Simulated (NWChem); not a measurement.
# [NH4]+ (ammonium) at 6 levels

We compute a comparison of 6 runs (HF/STO-3G, HF/def2-SVP, SVWN5/def2-TZVPP, PBE0/def2-SVP, M06-2X/def2-TZVPP, PBE0/def2-TZVPP) of [NH4]+ (ammonium). 

Program for the calculation: NWChem 7.3.0.

2 further runs of the same task are left out: 2 set aside as unsound or not needed. Runs told in other sessions of the task aren't counted.

## Step 1: The molecule

The species is [NH4]+ (5 atoms), meant as a singlet with charge +1. SMILES: `[NH4+]`. The shape is that of a PBE0-D4/def2-TZVP optimisation.

Bond lengths: N1–H2 1.024 Å, N1–H3 1.024 Å, N1–H4 1.024 Å, N1–H5 1.024 Å. Angles: H2–N1–H3 109.5°, H2–N1–H4 109.5°, H2–N1–H5 109.5°, H3–N1–H4 109.5°, H3–N1–H5 109.5°, H4–N1–H5 109.5°.

## Step 2: Energy and forces at HF/STO-3G (run 1)

The input, a.nw:

```
start a
memory total 2200 mb
charge 1

geometry units angstrom noautosym nocenter noautoz
  N        0.000010       0.000010       0.000000
  H        0.453330      -0.447860       0.801010
  H       -0.972430       0.216180       0.235210
  H        0.023940      -0.633460      -0.803650
  H        0.495160       0.865130      -0.232580
end

basis "ao basis" spherical bse
  * library STO-3G
end

scf
  thresh 1e-08
  maxiter 80
end

task scf gradient
```

Started as:

```
nwchem a.nw > a.out
```

The log of the run:

```text
[...]
  functions       =     9
[...]
  wavefunction    = RHF
[...]
         Total SCF energy =    -55.867249957087
      One-electron energy =   -103.623322873096
      Two-electron energy =     31.380801651821
 Nuclear repulsion energy =     16.375271264189
        Time for solution =      0.0s
[...]
                         RHF ENERGY GRADIENTS
    atom               coordinates                        gradient
                 x          y          z           x          y          z
   1 N       0.000019   0.000019   0.000000    0.000002   0.000012   0.000005
   2 H       0.856669  -0.846333   1.513689   -0.009586   0.009458  -0.016937
   3 H      -1.837626   0.408521   0.444482    0.020563  -0.004567  -0.004975
   4 H       0.045240  -1.197066  -1.518678   -0.000504   0.013383   0.016991
   5 H       0.935717   1.634859  -0.439512   -0.010476  -0.018285   0.004916
[...]
```

It took 0.58 s on 1 thread of Intel Xeon at 2.60GHz (Ice Lake), shared host; peak memory 0.099 GiB.

## Step 3: Energy and gradient at HF/def2-SVP (run 2)

The input, run.nw:

```
START run
TITLE "H4N gradient"
memory total 2200 mb
charge 1
GEOMETRY units angstroms noautosym nocenter noautoz
   N      0.000010     0.000010     0.000000
   H      0.453330    -0.447860     0.801010
   H     -0.972430     0.216180     0.235210
   H      0.023940    -0.633460    -0.803650
   H      0.495160     0.865130    -0.232580
END
BASIS "ao basis" spherical bse
   N library def2-SVP
   H library def2-SVP
END
SCF
   thresh 1e-08
   maxiter 80
   print low
END
TASK scf gradient
```

Started as:

```
nwchem run.nw > run.out
```

The log of the run:

```text
[...]
  functions       =    34
[...]
  wavefunction    = RHF
[...]
         Total SCF energy =    -56.498739472426
      One-electron energy =   -104.769266874052
      Two-electron energy =     31.895256137438
 Nuclear repulsion energy =     16.375271264189
        Time for solution =      0.4s
[...]
                         RHF ENERGY GRADIENTS
    atom               coordinates                        gradient
                 x          y          z           x          y          z
   1 N       0.000019   0.000019   0.000000    0.000003   0.000010   0.000004
   2 H       0.856669  -0.846333   1.513689    0.002782  -0.002759   0.004917
   3 H      -1.837626   0.408521   0.444482   -0.005968   0.001330   0.001443
   4 H       0.045240  -1.197066  -1.518678    0.000148  -0.003897  -0.004934
   5 H       0.935717   1.634859  -0.439512    0.003034   0.005316  -0.001429
 Task  times  cpu:        0.5s     wall:        0.5s
 Total times  cpu:        0.5s     wall:        0.5s
```

It took 1.2 s on 1 thread of Intel Xeon at 2.60GHz (Ice Lake), shared host; peak memory 0.099 GiB.

Runs 3 to 5 aren't shown in full; the table further down has their settings and results.

## Step 4: Energy and gradient at PBE0/def2-TZVPP (run 6)

The input, a.nw:

```
start a
title "H4N"
memory total 2200 mb
charge 1
geometry noautosym nocenter noautoz
  N     0.000010    0.000010    0.000000
  H     0.453330   -0.447860    0.801010
  H    -0.972430    0.216180    0.235210
  H     0.023940   -0.633460   -0.803650
  H     0.495160    0.865130   -0.232580
end
basis spherical bse
  * library def2-TZVPP
end
dft
  xc pbe0
  grid xfine
  convergence energy 1e-08
  maxiter 100
  mulliken
end
task dft gradient
```

Started as:

```
nwchem a.nw > a.out
```

The log of the run:

```text
[...]
          Wavefunction type:  closed shell.
          No. of atoms     :     5
          No. of electrons :    10
[...]
          Charge           :     1
          Spin multiplicity:     1
[...]
          AO basis - number of functions:    87
[...]
              XC Information
              --------------
                         PBE0 Method XC Functional
                     Hartree-Fock (Exact) Exchange  0.250
          PerdewBurkeErnzerhof Exchange Functional  0.750
            Perdew 1991 LDA Correlation Functional  1.000 local
           PerdewBurkeErnz. Correlation Functional  1.000 non-local
[...]
 d= 0,ls=0.0,diis     1    -56.6554770237 -7.30D+01  9.77D-03  2.57D+00     2.3
[...]
 d= 0,ls=0.0,diis     6    -56.8567919876 -7.73D-09  1.31D-07  3.45D-10    12.3
         Total DFT energy =      -56.856791987634
      One electron energy =     -105.018327182925
           Coulomb energy =       39.859603289177
    Exchange-Corr. energy =       -8.073339358075
 Nuclear repulsion energy =       16.375271264189
[...]
  wavefunction    = closed shell
                         DFT ENERGY GRADIENTS
    atom               coordinates                        gradient
                 x          y          z           x          y          z
   1 N       0.000019   0.000019   0.000000    0.000002   0.000009   0.000003
   2 H       0.856669  -0.846333   1.513689    0.000409  -0.000413   0.000723
   3 H      -1.837626   0.408521   0.444482   -0.000876   0.000198   0.000211
   4 H       0.045240  -1.197066  -1.518678    0.000023  -0.000580  -0.000726
   5 H       0.935717   1.634859  -0.439512    0.000442   0.000786  -0.000211
[...]
```

It took 17 s on 1 thread of Intel Xeon at 2.60GHz (Ice Lake), shared host; peak memory 0.14 GiB.

## Step 5: All runs side by side

| run | level | iteration cap | module | energy (Eh) | largest force (eV/Å) | wall time |
| --- | --- | --- | --- | --- | --- | --- |
| 1 | HF/STO-3G | 80 | scf | -55.867250 | 1.113 | 0.58 s |
| 2 | HF/def2-SVP | 80 | scf | -56.498739 | 0.323 | 1.2 s |
| 3 | SVWN5/def2-TZVPP | 100 | dft | -56.434838 | 0.452 | 9.9 s |
| 4 | PBE0/def2-SVP | 100 | dft | -56.788524 | 0.265 | 5.7 s |
| 5 | M06-2X/def2-TZVPP | 100 | dft | -56.887871 | 0.009 | 28 s |
| 6 | PBE0/def2-TZVPP | 100 | dft | -56.856792 | 0.048 | 17 s |

## Step 6: What came out

```
                       quantity         value
            run 6: total energy  -56.85679 Eh
             run 6: HOMO energy     -22.79 eV
             run 6: LUMO energy      -5.87 eV
           run 6: HOMO–LUMO gap      16.92 eV
run 6: largest force on an atom    0.048 eV/Å
```

Totals of different functionals can't be ranked against each other. In run 1 the basis is minimal, so the values are rough. All runs together took 62 s, the longest 28 s.
